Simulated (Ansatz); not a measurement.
Cost and result for the atomization energy of C$_{4}$H$_{6}$O (`C#CCOC`) (11 atoms, 10 bonds).

```xyz
11

C     1.562    0.338    1.736
C     0.987    0.589    0.713
C     0.282    0.889   -0.533
O    -1.057    0.471   -0.541
C    -1.198   -0.927   -0.496
H     2.070    0.122    2.646
H     0.835    0.437   -1.371
H     0.270    1.970   -0.690
H    -0.782   -1.345    0.428
H    -0.704   -1.404   -1.353
H    -2.266   -1.140   -0.537
```

Charge 0, multiplicity 1. All single points use the PBE0-D4/def2-TZVP geometry. It is one conformer, not always the lowest. Program: Ansatz. All runs use 4 threads of an AMD EPYC 7B13 on a shared host. Times are those of one run each, without the atoms' runs, and a repeat can differ threefold. Electronic energies, without spin–orbit coupling; frozen cores. CCSD(T)/CBS adds CCSD(T) − MP2 in def2-TZVPP to the MP2 limit, and its time is that of the two runs behind it. T1 = 0.011. B3LYP takes the VWN-RPA correlation (the form of Gaussian; ORCA's B3LYP/G).

CCSD(T)/CBS is a level of theory with its own doubt, some kJ/mol a heavy atom from the limit and from the frozen cores, so smaller differences don't rank the functionals.

```
                             level  functions  wall time  atomization (kcal/mol)  difference from CCSD(T)/CBS  per bond
                PBE0-D4/def2-TZVPP        239      1.8 s                  1090.5                          8.1       0.8
   PBE-D4/def2-TZVPP (with forces)        239      1.8 s                  1115.5                         33.1       3.3
 B3LYP-D4/def2-TZVPP (with forces)        239      2.9 s                  1084.0                          1.6       0.2
r2SCAN-D4/def2-TZVPP (with forces)        239        3 s                  1085.4                          3.0       0.3
                 B2PLYP/def2-TZVPP        239      3.8 s                  1075.3                         -7.1      -0.7
                ωB97X-V/def2-TZVPP        239      4.4 s                  1082.2                         -0.2       0.0
  ωB97M-V/def2-TZVPP (with forces)        239      6.5 s                  1086.0                          3.6       0.4
                    MP2/def2-QZVPP        465       15 s                  1095.3                         12.9       1.3
                CCSD(T)/def2-TZVPP        239       74 s                  1055.8                        -26.6      -2.7
                 CCSD(T)/CBS(def2)          –       89 s                  1082.4                          0.0       0.0
```

The D4 term adds +6.7 kcal/mol with B3LYP and +3.5 kcal/mol with PBE0; it sums over pairs of atoms, weighted by their polarisabilities, and B3LYP, whose exchange is more repulsive, gets the larger term. From PBE to PBE0 (25 % exact exchange), in def2-TZVPP and without D4, the atomization energy moves by −24.3 kcal/mol: exact exchange takes away binding that semilocal exchange gives to molecules. In def2-TZVPP, CCSD(T) changes the Hartree–Fock value by +274.7 kcal/mol (the triples alone add +18.2 kcal/mol) and MP2 by +298.6 kcal/mol; breaking electron pairs costs correlation energy, which Hartree–Fock lacks.
